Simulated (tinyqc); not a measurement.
ROHF in the sto-3g basis, for CH2, spin multiplicity 3, step by step. One step of it, computed by the program tinyqc.

Problem. Iteration 11 (converged): orbitals. Diagonalise F' = X^T F X, C = X C', fill 5 alpha and 3 beta electrons from the bottom; D(s) = C_occ C_occ^T. Each column has its largest component positive (the first on a tie).

converged F (hartree), order 1C 1s, 1C 2s, 1C 2px, 1C 2py, 1C 2pz, 2H 1s, 3H 1s:
```
[[-10.954665, -2.945659, 0.000000, 0.000000, -0.016139, -0.492126, -0.492126],
 [-2.945659, -1.305276, 0.000000, 0.000000, -0.114773, -0.544315, -0.544315],
 [0.000000, 0.000000, 0.019007, 0.000000, 0.000000, 0.000000, 0.000000],
 [0.000000, 0.000000, 0.000000, -0.148667, 0.000000, -0.345780, 0.345780],
 [-0.016139, -0.114773, 0.000000, 0.000000, -0.018937, -0.195541, -0.195541],
 [-0.492126, -0.544315, 0.000000, -0.345780, -0.195541, -0.338895, -0.105546],
 [-0.492126, -0.544315, 0.000000, 0.345780, -0.195541, -0.105546, -0.338895]]
```

X, order 1C 1s, 1C 2s, 1C 2px, 1C 2py, 1C 2pz, 2H 1s, 3H 1s:
```
[[1.026404, -0.146127, 0.000000, 0.000000, -0.006845, 0.022536, 0.022536],
 [-0.146127, 1.176361, 0.000000, 0.000000, 0.061849, -0.244105, -0.244105],
 [0.000000, 0.000000, 1.000000, 0.000000, 0.000000, 0.000000, 0.000000],
 [0.000000, 0.000000, 0.000000, 1.133082, 0.000000, -0.235090, 0.235090],
 [-0.006845, 0.061849, 0.000000, 0.000000, 1.025148, -0.099651, -0.099651],
 [0.022536, -0.244105, 0.000000, -0.235090, -0.099651, 1.153510, -0.023206],
 [0.022536, -0.244105, 0.000000, 0.235090, -0.099651, -0.023206, 1.153510]]
```

Give: F' = X^T F X; orbital energies; coefficients C; D(alpha) after iteration 11; D(beta) after iteration 11.

Solution.

F' = X^T F X (hartree):
```
[[-10.7238, -1.5654, 0.0000, 0.0000, -0.0246, -0.0369, -0.0369],
 [-1.5654, -0.5301, 0.0000, 0.0000, 0.0135, -0.3597, -0.3597],
 [0.0000, 0.0000, 0.0190, 0.0000, 0.0000, 0.0000, 0.0000],
 [0.0000, 0.0000, 0.0000, 0.1518, 0.0000, -0.3951, 0.3951],
 [-0.0246, 0.0135, 0.0000, 0.0000, 0.0459, -0.1956, -0.1956],
 [-0.0369, -0.3597, 0.0000, -0.3951, -0.1956, 0.0003, -0.0427],
 [-0.0369, -0.3597, 0.0000, 0.3951, -0.1956, -0.0427, 0.0003]]
```

orbital energies (hartree): [-10.9603, -0.7136, -0.4640, -0.0489, 0.0190, 0.4724, 0.6588]

coefficients C, order 1C 1s, 1C 2s, 1C 2px, 1C 2py, 1C 2pz, 2H 1s, 3H 1s:
```
[[0.9935, -0.2100, 0.0000, 0.1364, 0.0000, -0.1620, 0.0000],
 [0.0268, 0.6738, 0.0000, -0.5915, 0.0000, 0.8506, 0.0000],
 [0.0000, 0.0000, 0.0000, 0.0000, 1.0000, 0.0000, 0.0000],
 [0.0000, 0.0000, 0.5152, 0.0000, 0.0000, 0.0000, 1.0625],
 [0.0032, 0.1763, 0.0000, 0.8001, 0.0000, 0.6351, 0.0000],
 [-0.0049, 0.3043, 0.4582, 0.2390, 0.0000, -0.7477, -0.7332],
 [-0.0049, 0.3043, -0.4582, 0.2390, 0.0000, -0.7477, 0.7332]]
```

D(alpha) after iteration 11, order 1C 1s, 1C 2s, 1C 2px, 1C 2py, 1C 2pz, 2H 1s, 3H 1s:
```
[[1.0497, -0.1955, 0.0000, 0.0000, 0.0753, -0.0362, -0.0362],
 [-0.1955, 0.8046, 0.0000, 0.0000, -0.3544, 0.0635, 0.0635],
 [0.0000, 0.0000, 1.0000, 0.0000, 0.0000, 0.0000, 0.0000],
 [0.0000, 0.0000, 0.0000, 0.2655, 0.0000, 0.2361, -0.2361],
 [0.0753, -0.3544, 0.0000, 0.0000, 0.6713, 0.2448, 0.2448],
 [-0.0362, 0.0635, 0.0000, 0.2361, 0.2448, 0.3597, -0.0602],
 [-0.0362, 0.0635, 0.0000, -0.2361, 0.2448, -0.0602, 0.3597]]
```

D(beta) after iteration 11, order 1C 1s, 1C 2s, 1C 2px, 1C 2py, 1C 2pz, 2H 1s, 3H 1s:
```
[[1.0311, -0.1148, 0.0000, 0.0000, -0.0339, -0.0688, -0.0688],
 [-0.1148, 0.4547, 0.0000, 0.0000, 0.1189, 0.2049, 0.2049],
 [0.0000, 0.0000, 0.0000, 0.0000, 0.0000, 0.0000, 0.0000],
 [0.0000, 0.0000, 0.0000, 0.2655, 0.0000, 0.2361, -0.2361],
 [-0.0339, 0.1189, 0.0000, 0.0000, 0.0311, 0.0536, 0.0536],
 [-0.0688, 0.2049, 0.0000, 0.2361, 0.0536, 0.3025, -0.1173],
 [-0.0688, 0.2049, 0.0000, -0.2361, 0.0536, -0.1173, 0.3025]]
```
